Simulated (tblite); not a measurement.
C4H7OS (doublet state).
Atom-mapped SMILES: `[CH3:1][CH:2][C:3](=[S:4])[O:5][CH3:6]` (hydrogens: H7, H8, H9 on C1; H10 on C2; H11, H12, H13 on C6)
Bond orders are those of one Lewis drawing.

Computed with GFN2-xTB (tblite), gas phase: L-BFGS steps from a force-field or distance-geometry start until the largest atomic force falls under 0.01 eV/Å.

At the end of the run (lengths in Å): C2–C3 1.368, C3=S4 1.704, C1–H8 1.091, C2–H10 1.078, C3–O5 1.346, O5–C6 1.410, C6–H12 1.094, C1–C2–C3 124.3°, C2–C3–O5 118.8°, S4–C3–O5 121.4°, C3–O5–C6 117.8°, C1–C2–C3–S4 180°, C2–C3–O5–C6 180°, H7–C1–C2–C3 1°, H10–C2–C3–S4 0°.

**Question.** These geometries were met on the way; a selection of coordinates is given. Order them by energy above the end point, lowest first.
A. C2–C3 1.350, C3=S4 1.718, C1–H8 1.063, C2–H10 1.085, C3–O5 1.353, O5–C6 1.437, C6–H12 1.084, C1–C2–C3 123.5°, C2–C3–O5 126.9°, S4–C3–O5 116.1°, C3–O5–C6 115.8°, C1–C2–C3–S4 -137°, C2–C3–O5–C6 121°, H7–C1–C2–C3 -29°, H10–C2–C3–S4 3°
B. C2–C3 1.376, C3=S4 1.693, C1–H8 1.107, C2–H10 1.083, C3–O5 1.363, O5–C6 1.414, C6–H12 1.102, C1–C2–C3 127.3°, C2–C3–O5 120.9°, S4–C3–O5 122.8°, C3–O5–C6 115.9°, C1–C2–C3–S4 -152°, C2–C3–O5–C6 130°, H7–C1–C2–C3 -18°, H10–C2–C3–S4 19°
C. C2–C3 1.364, C3=S4 1.725, C1–H8 1.085, C2–H10 1.080, C3–O5 1.352, O5–C6 1.421, C6–H12 1.094, C1–C2–C3 123.6°, C2–C3–O5 120.4°, S4–C3–O5 119.4°, C3–O5–C6 116.3°, C1–C2–C3–S4 -176°, C2–C3–O5–C6 150°, H7–C1–C2–C3 -3°, H10–C2–C3–S4 3°
D. C2–C3 1.368, C3=S4 1.702, C1–H8 1.092, C2–H10 1.079, C3–O5 1.355, O5–C6 1.411, C6–H12 1.096, C1–C2–C3 125.6°, C2–C3–O5 120.5°, S4–C3–O5 120.5°, C3–O5–C6 113.7°, C1–C2–C3–S4 -164°, C2–C3–O5–C6 144°, H7–C1–C2–C3 -11°, H10–C2–C3–S4 19°
E. C2–C3 1.477, C3=S4 1.631, C1–H8 1.135, C2–H10 1.119, C3–O5 1.383, O5–C6 1.412, C6–H12 1.120, C1–C2–C3 115.4°, C2–C3–O5 123.8°, S4–C3–O5 116.9°, C3–O5–C6 117.5°, C1–C2–C3–S4 -131°, C2–C3–O5–C6 112°, H7–C1–C2–C3 -47°, H10–C2–C3–S4 -11°

**Answer.** C (0.136 eV), D (0.233 eV), B (0.391 eV), A (0.683 eV), E (1.315 eV).

```
step  E above end (eV)  rms distance from the end, all atoms (Å)  largest force (eV/Å)  rms shift of all bonds from the end (Å)
  19             0.136                                     0.346                 0.428                                    0.007
  14             0.233                                     0.395                 0.460                                    0.003
   7             0.391                                     0.465                 0.644                                    0.009
   2             0.683                                     0.502                 1.734                                    0.016
   0             1.315                                     0.515                 4.153                                    0.045
```

Rows stand in the order of the answer.
